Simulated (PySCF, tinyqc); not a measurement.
Inside a calculation. Method: FCI on RHF in the sto-3g basis, frozen core, for LiH, spin multiplicity 1. The lowest restricted solution is unstable here: a spin-polarised one lies 0.0831 hartree lower (PySCF). One step of it, computed by the program tinyqc.

Task: FCI: determinants and Hamiltonian. Slater-Condon rules over spin orbitals, with the nuclear repulsion and the energy of the frozen orbital added and E(HF) subtracted on the diagonal. Only determinants linked to the reference directly or through others are kept (one block of an abelian symmetry group), so some states are absent.

one-electron integrals dressed by the frozen orbital, h + 2 (pq|11) - (p1|1q) (hartree), lower triangle:
```
           2          3          4          5          6
2  -0.570003
3   0.092202  -0.338778
4   0.000000   0.000000  -0.255564
5   0.000000   0.000000   0.000000  -0.255564
6   0.089332  -0.090635   0.000000   0.000000  -0.337589
```

energy of the frozen orbital, 2 h_11 + (11|11) = -7.48125682 hartree

Two-electron integrals over orbitals (pq|rs), unique and non-zero (hartree); the lowest 1 orbital is frozen and left out:
```
(22|22) 0.397979    (32|22) -0.092202   (32|32) 0.065751    (33|22) 0.230369
(33|32) 0.012959    (33|33) 0.293221    (42|42) 0.022034    (43|42) 0.024586
(43|43) 0.040342    (44|22) 0.214109    (44|32) 0.038208    (44|33) 0.264725
(44|44) 0.312946    (52|52) 0.022034    (53|52) 0.024586    (53|53) 0.040342
(54|54) 0.016869    (55|22) 0.214109    (55|32) 0.038208    (55|33) 0.264725
(55|44) 0.279207    (55|55) 0.312946    (62|22) -0.089332   (62|32) 0.075320
(62|33) -0.006360   (62|44) 0.049399    (62|55) 0.049399    (62|62) 0.119029
(63|22) 0.082977    (63|32) -0.053196   (63|33) -0.029492   (63|44) -0.022878
(63|55) -0.022878   (63|62) -0.051609   (63|63) 0.060669    (64|42) 0.014174
(64|43) 0.006401    (64|64) 0.016434    (65|52) 0.014174    (65|53) 0.006401
(65|65) 0.016434    (66|22) 0.341842    (66|32) -0.045168   (66|33) 0.253709
(66|44) 0.249894    (66|55) 0.249894    (66|62) -0.030509   (66|63) 0.039707
(66|66) 0.332251
```

nuclear repulsion = 0.51897079 hartree

Hartree-Fock energy = -7.70431368 hartree

Give: determinants; H - E(HF) between determinants.

Result:

Occupation strings over the orbitals (2 doubly, a alpha, b beta, 0 empty; spin orbitals ordered 1a 1b 2a 2b ...): 220000 2ab000 2a000b 2ba000 2b000a 202000 20a00b 200200 200020 20b00a 200002

H - E(HF) between determinants (hartree), lower triangle:
```
         220000   2ab000   2a000b   2ba000   2b000a   202000   20a00b   200200
220000   0.0000
2ab000   0.0000   0.0636
2a000b   0.0000  -0.0077   0.1763
2ba000   0.0000  -0.0658  -0.0753   0.0636
2b000a   0.0000  -0.0753  -0.1190  -0.0077   0.1763
202000   0.0658   0.1052  -0.0532  -0.1052   0.0532   0.3577
20a00b   0.0753  -0.0532   0.0470  -0.0830   0.0516  -0.1201   0.3194
200200   0.0220   0.0246   0.0142  -0.0246  -0.0142   0.0403   0.0064   0.5438
200020   0.0220   0.0246   0.0142  -0.0246  -0.0142   0.0403   0.0064   0.0169
20b00a  -0.0753  -0.0830   0.0516  -0.0532   0.0470   0.1201  -0.0607  -0.0064
200002   0.1190  -0.0516   0.0588   0.0516  -0.0588   0.0607  -0.0509   0.0164

         200020  20b00a  200002
200020   0.5438
20b00a  -0.0064  0.3194
200002   0.0164  0.0509  0.3991
```
